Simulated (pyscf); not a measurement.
This saddle point was located with ωB97X-D3(BJ)/def2-SVP in PySCF.

```
N
H 1 1.0197
H 1 1.0220 2 108.92
H 1 1.3501 2 119.60 3 139.27
F 4 1.1016 1 138.52 2 113.56
Si 1 1.8335 2 116.58 3 -129.41
F 6 1.6240 1 101.71 2 157.24
F 6 1.6404 7 102.81 5 177.58
```
Charge 0, spin multiplicity 2.

Surface: doublet, charge 0. Lowest wavenumbers (cm⁻¹): 622i, 152, 208, 288, 322.

Task: Which two sides does it connect, and which bonds change?

Result: F–Si•(F)–F (SMILES F[Si](F)F) + NH₃ (SMILES N) <-> HF (SMILES F) + H₂N–Si•(F)–F (SMILES N[Si](F)F), a four-centre exchange read from left to right: F–Si, H–N broken and F–H, N–Si formed. At ωB97M-D3(BJ)/def2-TZVP it lies +0.89 eV from the left side and +0.12 eV from the right (each side as separated species at their lowest minima found). On the reactant side the descent ends in an adduct with a N–Si contact, 0.34 eV under the separated species and 1.21 eV under the saddle at ωB97X-D3(BJ)/def2-TZVP. On the product side the descent ends in a complex, 0.23 eV under the separated species and 0.38 eV under the saddle at ωB97X-D3(BJ)/def2-TZVP. What is counted as formed (N–Si) is already present as a longer contact in the reactant adduct; forming that adduct is a step of its own. The same reactants have a lower exit, to H₂N–Si(F)(F)–F + H• (barrier +0.55 eV at ωB97M-D3(BJ), against +0.89 eV here). This is the saddle that the search found; another between the same sides may lie lower.
